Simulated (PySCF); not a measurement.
Compound: C₄H₂ClN.
SMILES: `N#CC#CCCl`

Method used: MP2 and CCSD/aug-cc-pVDZ in PySCF, restricted Hartree–Fock reference, frozen core, non-relativistic, gas phase, PBE0-D3(BJ)/def2-SVP geometry.

E(HF) = -666.53190 Eh.

Question: How large is the problem?

Answer: 160 basis functions and 50 electrons; 10 orbitals frozen, which leaves o = 15 correlated occupied and v = 135 virtual orbitals. That is o·v = 2025 singles and o·v(o·v + 1)/2 = 2051325 distinct closed-shell doubles amplitudes before symmetry; the costliest CCSD step grows as o²v⁴ = 7.5 × 10^10.

Question: What are the MP2 and CCSD correlation energies?

Answer: MP2 -0.8325 Eh and CCSD -0.8572 Eh, which gives totals of -667.36439 and -667.38912 Eh. That is 0.778 eV for each correlated electron at CCSD (2251 kJ/mol in all, 0.128 % of the total energy); MP2 gives 97.1 % of the CCSD value.

Question: What is the T1 diagnostic?

Answer: 0.0124, below the customary warning level of 0.02. It is the norm of the spatial-orbital singles amplitudes over the root of the number of correlated electrons, so the norm is 0.068.

Question: How does correlation change the dipole moment?

Answer: HF gives 4.37 D and CCSD (unrelaxed density) 3.88 D, a change of -0.49 D.

No triples correction and no basis-set extrapolation were made.

The job also held the EOM ionisation roots. On one thread, Arm Neoverse V1 (aarch64) (shared host), this took 5.9 min wall and 2.9 GiB of memory at its peak.
